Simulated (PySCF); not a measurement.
# AlFH5N: spin-spin couplings and electronic excitations at several levels of theory, part 2 of 2

PySCF 2.14.0. Atoms count from 0. The steps go on from the part before.

## (8) Ultraviolet spectrum: B3LYP/def2-SVPD

The job: settings as JSON, then the geometry in Å.

```
{"job": {"kind": "uv", "xc": "B3LYP", "basis": "def2-SVPD", "ip": true}, "charge": 0, "multiplicity": 1}
N     -0.969264     0.018560    -0.141535
Al     1.068068    -0.102388     0.122671
F      1.277855     1.539768     0.472334
H     -1.407561     0.382417     0.706598
H     -1.189787     0.668472    -0.898124
H     -1.413787    -0.874390    -0.359881
H      1.539559    -0.564346    -1.333502
H      1.149505    -1.086131     1.380612
```

Level: TDDFT B3LYP/def2-SVPD, vertical, gas phase, core orbitals frozen in the response.

The program printed:

```text
coarse grid: 6872 points
cycle   1  E = -399.8511877747  dE = -1.305e-01  |g| = 6.335e-01  |ddm| = 3.073e+00
cycle   2  E = -399.7007847489  dE =  1.504e-01  |g| = 1.170e+00  |ddm| = 1.313e+00
cycle   3  E = -399.9285331550  dE = -2.277e-01  |g| = 7.499e-02  |ddm| = 8.358e-01
cycle   4  E = -399.9294420972  dE = -9.089e-04  |g| = 4.200e-02  |ddm| = 9.576e-02
cycle   5  E = -399.9297997706  dE = -3.577e-04  |g| = 5.956e-03  |ddm| = 3.769e-02
cycle   6  E = -399.9298087894  dE = -9.019e-06  |g| = 4.881e-04  |ddm| = 7.237e-03
final grid: 61352 points
cycle   7  E = -399.9777631662  dE = -1.719e-05  |g| = 4.201e-03  |ddm| = 3.204e-02
cycle   8  E = -399.9777592749  dE =  3.891e-06  |g| = 6.128e-03  |ddm| = 7.691e-03
cycle   9  E = -399.9777666917  dE = -7.417e-06  |g| = 3.566e-04  |ddm| = 4.515e-03
cycle  10  E = -399.9777667069  dE = -1.529e-08  |g| = 1.982e-04  |ddm| = 4.037e-04
cycle  11  E = -399.9777667134  dE = -6.465e-09  |g| = 2.347e-05  |ddm| = 1.352e-04
cycle  12  E = -399.9777667135  dE = -1.314e-10  |g| = 2.413e-06  |ddm| = 3.759e-05
converged SCF energy = -399.9777667135

Static polarisability (au): isotropic 40.965, principal 38.392 41.601 42.902

Singlet excitations
state   eV       nm        f      main configurations
  1   5.7562    215.4   0.00421   H->L 0.99
  2   6.8851    180.1   0.00378   H->L+1 0.98
  3   7.1450    173.5   0.10613   H-1->L 0.99
  4   7.5238    164.8   0.00126   H->L+2 0.97
  5   7.8676    157.6   0.00819   H->L+4 0.70, H->L+3 0.29
  6   7.8785    157.4   0.23073   H->L+3 0.67, H->L+4 0.28
  7   8.2118    151.0   0.04972   H->L+5 0.95
  8   8.3667    148.2   0.05359   H-1->L+1 0.64, H-2->L 0.32
  9   8.4792    146.2   0.04216   H-2->L 0.65, H-1->L+1 0.27
 10   8.5217    145.5   0.00438   H-3->L 0.99

Triplet excitations (Tamm-Dancoff, eV): 5.6189 6.5026 6.8283 6.9243
Vertical ionisation energy (delta-SCF) = 10.0695 eV
```

It took 16 s on 1 thread of Arm Neoverse N1, shared host; peak memory 0.47 GiB.

Key values: HOMO -7.40 eV, LUMO -0.82 eV; lowest singlet 5.76 eV.

## (9) Excited states and response: PBE0/def2-SVPD

Settings changed since step 8:

```diff
@@ -1,2 +1,2 @@
-{"job": {"kind": "uv", "xc": "B3LYP", "basis": "def2-SVPD", "ip": true}, "charge": 0, "multiplicity": 1}
+{"job": {"kind": "uv", "xc": "PBE0", "basis": "def2-SVPD", "ip": true}, "charge": 0, "multiplicity": 1}
 N     -0.969264     0.018560    -0.141535
```

With the program's defaults for keys left out, this is: TDDFT PBE0/def2-SVPD, vertical, gas phase, core orbitals frozen in the response.

The program printed:

```text
coarse grid: 6872 points
cycle   1  E = -399.5523254937  dE = -1.505e-01  |g| = 5.942e-01  |ddm| = 3.057e+00
cycle   2  E = -399.4564403624  dE =  9.589e-02  |g| = 9.949e-01  |ddm| = 1.144e+00
cycle   3  E = -399.6213467383  dE = -1.649e-01  |g| = 5.591e-02  |ddm| = 6.816e-01
cycle   4  E = -399.6218607488  dE = -5.140e-04  |g| = 2.993e-02  |ddm| = 7.446e-02
cycle   5  E = -399.6220428366  dE = -1.821e-04  |g| = 5.507e-03  |ddm| = 2.844e-02
cycle   6  E = -399.6220499616  dE = -7.125e-06  |g| = 4.781e-04  |ddm| = 6.291e-03
final grid: 61352 points
cycle   7  E = -399.6692605095  dE = -1.580e-05  |g| = 5.090e-03  |ddm| = 4.407e-02
cycle   8  E = -399.6692567540  dE =  3.756e-06  |g| = 6.653e-03  |ddm| = 9.236e-03
cycle   9  E = -399.6692659909  dE = -9.237e-06  |g| = 1.903e-04  |ddm| = 5.236e-03
cycle  10  E = -399.6692659933  dE = -2.368e-09  |g| = 1.604e-04  |ddm| = 2.406e-04
cycle  11  E = -399.6692659974  dE = -4.098e-09  |g| = 1.798e-05  |ddm| = 1.092e-04
cycle  12  E = -399.6692659975  dE = -6.668e-11  |g| = 2.024e-06  |ddm| = 2.311e-05
converged SCF energy = -399.6692659975

Static polarisability (au): isotropic 40.637, principal 38.105 41.132 42.674

Singlet excitations
state   eV       nm        f      main configurations
  1   6.0360    205.4   0.00679   H->L 0.98
  2   6.9932    177.3   0.00625   H->L+1 0.96
  3   7.4597    166.2   0.12192   H-1->L 0.98
  4   7.6803    161.4   0.00354   H->L+2 0.97
  5   8.0845    153.4   0.27042   H->L+3 0.97
  6   8.1890    151.4   0.00420   H->L+4 0.99
  7   8.4756    146.3   0.03392   H->L+5 0.96
  8   8.5519    145.0   0.10637   H-1->L+1 0.90
  9   8.8520    140.1   0.00355   H-2->L 0.78, H->L+6 0.17
 10   8.9492    138.5   0.00605   H-3->L 0.97

Triplet excitations (Tamm-Dancoff, eV): 5.8290 6.5467 6.9617 7.0155
Vertical ionisation energy (delta-SCF) = 10.0310 eV
```

It took 16 s on 1 thread of Arm Neoverse N1, shared host; peak memory 0.47 GiB.

In short: HOMO -7.58 eV, LUMO -0.48 eV; lowest singlet 6.04 eV.

## (10) TDDFT and polarisability: BHandHLYP/def2-SVPD

Settings changed since step 9:

```diff
@@ -1,2 +1,2 @@
-{"job": {"kind": "uv", "xc": "PBE0", "basis": "def2-SVPD", "ip": true}, "charge": 0, "multiplicity": 1}
+{"job": {"kind": "uv", "xc": "BHandHLYP", "basis": "def2-SVPD", "ip": true}, "charge": 0, "multiplicity": 1}
 N     -0.969264     0.018560    -0.141535
```

Method: TDDFT BHandHLYP/def2-SVPD, vertical, gas phase, core orbitals frozen in the response.

The program printed:

```text
coarse grid: 6872 points
cycle   1  E = -399.7823482985  dE = -1.986e-01  |g| = 5.737e-01  |ddm| = 3.048e+00
cycle   2  E = -399.7692678216  dE =  1.308e-02  |g| = 7.054e-01  |ddm| = 9.181e-01
cycle   3  E = -399.8486839180  dE = -7.942e-02  |g| = 3.229e-02  |ddm| = 4.322e-01
cycle   4  E = -399.8489067271  dE = -2.228e-04  |g| = 1.245e-02  |ddm| = 6.993e-02
cycle   5  E = -399.8489382162  dE = -3.149e-05  |g| = 4.829e-03  |ddm| = 1.598e-02
cycle   6  E = -399.8489431888  dE = -4.973e-06  |g| = 4.068e-04  |ddm| = 4.633e-03
final grid: 61352 points
cycle   7  E = -399.8798145479  dE = -8.190e-06  |g| = 2.035e-03  |ddm| = 2.479e-02
cycle   8  E = -399.8798146434  dE = -9.546e-08  |g| = 1.973e-03  |ddm| = 3.510e-03
cycle   9  E = -399.8798154269  dE = -7.835e-07  |g| = 1.095e-04  |ddm| = 1.518e-03
cycle  10  E = -399.8798154291  dE = -2.115e-09  |g| = 8.139e-05  |ddm| = 1.983e-04
cycle  11  E = -399.8798154301  dE = -1.080e-09  |g| = 1.289e-05  |ddm| = 6.094e-05
cycle  12  E = -399.8798154302  dE = -3.604e-11  |g| = 1.809e-06  |ddm| = 1.426e-05
converged SCF energy = -399.8798154302

Static polarisability (au): isotropic 38.712, principal 36.338 39.490 40.308

Singlet excitations
state   eV       nm        f      main configurations
  1   6.7013    185.0   0.01329   H->L 0.89
  2   7.4583    166.2   0.01605   H->L+1 0.79
  3   8.1211    152.7   0.00677   H->L+2 0.81
  4   8.1703    151.7   0.16655   H-1->L 0.93
  5   8.6248    143.8   0.34289   H->L+3 0.88
  6   8.9579    138.4   0.02902   H->L+4 0.92
  7   9.1874    135.0   0.21880   H-1->L+1 0.77
  8   9.2241    134.4   0.01511   H->L+5 0.89
  9   9.4871    130.7   0.09511   H->L+6 0.87
 10   9.6694    128.2   0.20532   H-1->L+2 0.77

Triplet excitations (Tamm-Dancoff, eV): 6.4073 7.0295 7.3389 7.5985
Vertical ionisation energy (delta-SCF) = 10.2199 eV
```

Wall time 17 s (1 thread of Arm Neoverse N1, shared host); peak memory 0.47 GiB.

This run: HOMO -8.84 eV, LUMO 0.01 eV; lowest singlet 6.70 eV.

## (11) Excited states and response: CAM-B3LYP/def2-SVPD

Settings changed since step 10:

```diff
@@ -1,2 +1,2 @@
-{"job": {"kind": "uv", "xc": "BHandHLYP", "basis": "def2-SVPD", "ip": true}, "charge": 0, "multiplicity": 1}
+{"job": {"kind": "uv", "xc": "CAM-B3LYP", "basis": "def2-SVPD", "ip": true}, "charge": 0, "multiplicity": 1}
 N     -0.969264     0.018560    -0.141535
```

Level: TDDFT CAM-B3LYP/def2-SVPD, vertical, gas phase, core orbitals frozen in the response.

The program printed:

```text
coarse grid: 6872 points
cycle   1  E = -399.7837075728  dE = -1.728e-01  |g| = 6.047e-01  |ddm| = 3.007e+00
cycle   2  E = -399.7413663795  dE =  4.234e-02  |g| = 8.610e-01  |ddm| = 1.012e+00
cycle   3  E = -399.8573373129  dE = -1.160e-01  |g| = 3.677e-02  |ddm| = 5.204e-01
cycle   4  E = -399.8575948622  dE = -2.575e-04  |g| = 2.027e-02  |ddm| = 8.241e-02
cycle   5  E = -399.8576785794  dE = -8.372e-05  |g| = 6.055e-03  |ddm| = 2.293e-02
cycle   6  E = -399.8576866691  dE = -8.090e-06  |g| = 4.910e-04  |ddm| = 6.775e-03
final grid: 61352 points
cycle   7  E = -399.9063968344  dE = -1.452e-05  |g| = 2.722e-03  |ddm| = 2.541e-02
cycle   8  E = -399.9063966681  dE =  1.663e-07  |g| = 2.937e-03  |ddm| = 4.629e-03
cycle   9  E = -399.9063983559  dE = -1.688e-06  |g| = 1.719e-04  |ddm| = 2.166e-03
cycle  10  E = -399.9063983587  dE = -2.797e-09  |g| = 1.461e-04  |ddm| = 2.964e-04
cycle  11  E = -399.9063983620  dE = -3.380e-09  |g| = 1.691e-05  |ddm| = 9.989e-05
cycle  12  E = -399.9063983621  dE = -6.554e-11  |g| = 2.035e-06  |ddm| = 2.540e-05
converged SCF energy = -399.9063983621

Static polarisability (au): isotropic 40.361, principal 37.972 41.040 42.072

Singlet excitations
state   eV       nm        f      main configurations
  1   6.4398    192.5   0.01294   H->L 0.87
  2   7.1585    173.2   0.01333   H->L+1 0.76, H->L+2 0.10
  3   7.8450    158.0   0.00391   H->L+2 0.78
  4   7.8668    157.6   0.16134   H-1->L 0.91
  5   8.3797    148.0   0.32850   H->L+3 0.88
  6   8.6753    142.9   0.04316   H->L+4 0.86
  7   8.8158    140.6   0.15103   H-1->L+1 0.70
  8   8.9394    138.7   0.01938   H->L+5 0.88
  9   9.2071    134.7   0.08651   H->L+6 0.80
 10   9.3653    132.4   0.16364   H-1->L+2 0.69, H->L+6 0.13, H-1->L+3 0.09

Triplet excitations (Tamm-Dancoff, eV): 6.1659 6.7737 7.1524 7.3402
Vertical ionisation energy (delta-SCF) = 10.2247 eV
```

It took 20 s on 1 thread of Arm Neoverse N1, shared host; peak memory 0.49 GiB.

This run: HOMO -9.01 eV, LUMO 0.16 eV; lowest singlet 6.44 eV.

## (12) Comparing the runs: spin-spin couplings

Couplings (Hz), each a mean over the pairs like the one named, with basis size and wall time:

| run | Al1–F2 | Al1–H6 | N0–H3 | F2–H6 | H6–H7 | H3–H4 | N0–H6 | functions | time |
| --- | --- | --- | --- | --- | --- | --- | --- | --- | --- |
| B3LYP/def2-TZVP | -254.6 | 232.4 | -63.7 | 40.7 | 28.0 | -11.4 | -9.1 | 129 | 18 s |
| B3LYP/cc-pVTZ | -216.7 | 223.3 | -57.8 | 38.1 | 27.5 | -10.2 | -8.5 | 164 | 24 s |
| B3LYP/6-31G* | -159.4 | 229.9 | -66.6 | 37.7 | 29.6 | -12.7 | -7.5 | 56 | 8 s |

## (13) Run by run: electronic excitations

Excitations and ground-state properties, with basis size and wall time:

| run | lowest singlet (eV) | brightest (eV) | f | gap (eV) | α (Å³) | μ (D) | functions | time |
| --- | --- | --- | --- | --- | --- | --- | --- | --- |
| HF/def2-SVPD | 7.78 | 9.78 | 0.401 | 12.29 | 5.39 | 5.82 | 107 | 4.3 s |
| LDA/def2-SVPD | 5.05 | 7.31 | 0.177 | 5.01 | 6.52 | 5.66 | 107 | 18 s |
| PBE/def2-SVPD | 5.07 | 7.35 | 0.144 | 5.03 | 6.38 | 5.61 | 107 | 27 s |
| B3LYP/def2-SVPD | 5.76 | 7.88 | 0.231 | 6.58 | 6.07 | 5.67 | 107 | 16 s |
| PBE0/def2-SVPD | 6.04 | 8.08 | 0.270 | 7.10 | 6.02 | 5.69 | 107 | 16 s |
| BHandHLYP/def2-SVPD | 6.70 | 8.62 | 0.343 | 8.86 | 5.74 | 5.74 | 107 | 17 s |
| CAM-B3LYP/def2-SVPD | 6.44 | 8.38 | 0.329 | 9.17 | 5.98 | 5.71 | 107 | 20 s |

## (14) Results

The summary covers parts 1 to 2.

| quantity | value |
| --- | --- |
| largest coupling of the table (B3LYP/def2-TZVP) | 1J(Al,F) Al1–F2, -254.6 Hz |
| lowest singlet (HF/def2-SVPD) | 7.78 eV (159 nm), f = 0.023 |
| brightest single state of those computed | state 5, 9.78 eV, f = 0.401 |
| lowest triplet | 6.90 eV |
| range of J(Al1,F2), mean over like pairs | -254.6 to -159.4 Hz |
| range of the lowest singlet | 5.05 to 7.78 eV |

In words: Single values in the summary come from the first run of each kind that ended normally (B3LYP/def2-TZVP; HF/def2-SVPD), which need not be the best level. In the run at B3LYP/def2-TZVP, the largest coupling of the table is Al1–F2, -254.6 Hz, of which the Fermi-contact term gives -176.7 Hz. The lowest singlet, at 7.78 eV, is HOMO→LUMO 0.35, HOMO→LUMO+1 0.33 and is weak; of the 10 states computed, the strongest absorption comes from state 5 at 9.78 eV. The lowest triplet lies 0.88 eV below the lowest singlet (triplets in Tamm-Dancoff, singlets in full TDDFT). The coupling Al1–F2, as a mean over pairs of its kind, runs from -254.6 Hz (B3LYP/def2-TZVP) to -159.4 Hz (B3LYP/6-31G*). The lowest singlet runs from 5.05 eV (LDA/def2-SVPD) to 7.78 eV (HF/def2-SVPD), while the orbital gap spans 5.01 to 12.29 eV. The lowest state need not be the same one in every run. The runs solved for a few states only, so the brightest column depends on that window. Couplings from bases without tight functions are rough.
